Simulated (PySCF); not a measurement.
These are PBE-D3(BJ)/def2-TZVP // B3LYP-D3(BJ)/def2-SVP (PySCF) values and carry that method's errors. Gas-phase values, no solvent. 

Reference species (SMILES): `CO` (neutral, multiplicity 1).

```yaml
HOMO: -6.17 eV
HOMO–LUMO gap: 6.37 eV
S1 oscillator strength: 0.000
```

Changed species: `CC#N` (free base CH3CN; the reference has free base CH3OH).

Q: Predict the effect on the HOMO, HOMO–LUMO gap and S1 oscillator strength.

A: the HOMO drops by 1.90 eV, to -8.07 eV; the HOMO–LUMO gap increases by 1.42 eV, to 7.79 eV; the S1 oscillator strength is nearly the same.
